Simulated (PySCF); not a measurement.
Fluorine oxoborane, BFO.
Numbering: `[O:1]=[B:2][F:3]`

Structure used (PBE0-D3(BJ)/def2-SVP), in Å, numbered top down from 1:
```
atom  x, y, z in Å
O1    -1.2280    0.1123    0.0091
B2    -0.0236    0.0712   -0.0144
F3     1.2582    0.0247   -0.0397
```

Computed with PySCF at CAM-B3LYP/def2-SVPD, non-relativistic, on one gas-phase PBE0-D3(BJ)/def2-SVP geometry that isn't relaxed in the solvent. The solvent is an IEF-PCM continuum (cavity from Bondi-type radii × 1.2), and excitations are vertical TDDFT with non-equilibrium linear response and a frozen core. Specific hydrogen bonds and non-electrostatic terms are outside this model.

Gas-phase singlets (H = HOMO, L = LUMO):

```csv
state,E (eV),λ (nm),f,leading configurations
S1,8.088,153,0.046,"H-1→L 60%, H→L 34%"
S2,8.088,153,0.046,"H→L 60%, H-1→L 34%"
S3,9.141,136,0.000,"H→L+2 30%, H-1→L+1 30%, H-1→L+2 15%"
S4,9.399,132,0.000,"H-1→L+1 24%, H→L+2 24%, H-1→L+2 21%"
S5,9.399,132,0.000,"H→L+1 24%, H-1→L+2 24%, H-1→L+1 21%"
```

How does the list change in chloroform (ε = 4.711)?

| state | E (eV) | λ (nm) | f | leading configurations | change by rank (eV) |
| --- | --- | --- | --- | --- | --- |
| S1 | 8.317 | 149 | 0.055 | H→L 94% | +0.229 |
| S2 | 8.317 | 149 | 0.055 | H-1→L 94% | +0.229 |
| S3 | 9.350 | 133 | 0.000 | H→L+2 44%, H-1→L+1 44% | +0.209 |
| S4 | 9.596 | 129 | 0.000 | H-1→L+1 44%, H→L+2 44% | +0.197 |
| S5 | 9.596 | 129 | 0.000 | H→L+1 44%, H-1→L+2 44% | +0.197 |

What are the lowest 5 singlets in acetone (ε = 20.49)?

| state | E (eV) | λ (nm) | f | leading configurations | change by rank (eV) |
| --- | --- | --- | --- | --- | --- |
| S1 | 8.406 | 148 | 0.055 | H→L 94% | +0.318 |
| S2 | 8.406 | 148 | 0.055 | H-1→L 94% | +0.318 |
| S3 | 9.418 | 132 | 0.000 | H-1→L+1 44%, H→L+2 44% | +0.277 |
| S4 | 9.662 | 128 | 0.000 | H→L+2 44%, H-1→L+1 44% | +0.263 |
| S5 | 9.662 | 128 | 0.000 | H→L+1 44%, H-1→L+2 44% | +0.263 |

How do the frontier levels move from gas to acetone?

```
orbital  gas (eV)  solvent (eV)  change (eV)         Löwdin shares, gas     Löwdin shares, solvent
 LUMO+2      2.27          2.45        +0.18  O1 41 %, B2 34 %, F3 25 %  O1 44 %, B2 33 %, F3 24 %
 LUMO+1      2.27          2.45        +0.18  O1 41 %, B2 34 %, F3 25 %  O1 44 %, B2 33 %, F3 24 %
   LUMO     -0.14          0.09        +0.23   B2 79 %, F3 12 %, O1 9 %   B2 79 %, F3 11 %, O1 9 %
   HOMO    -11.97        -12.12        -0.15   O1 72 %, B2 22 %, F3 7 %   O1 72 %, B2 21 %, F3 7 %
 HOMO-1    -11.97        -12.12        -0.15   O1 72 %, B2 22 %, F3 7 %   O1 72 %, B2 21 %, F3 7 %
 HOMO-2    -13.85        -14.12        -0.27           O1 87 %, B2 12 %           O1 86 %, B2 12 %
 HOMO-3    -16.81        -16.58        +0.23           F3 85 %, B2 12 %           F3 84 %, B2 12 %
```

The HOMO–LUMO gap goes from 11.83 to 12.20 eV. Shares within a degenerate set are those of one arbitrary member.
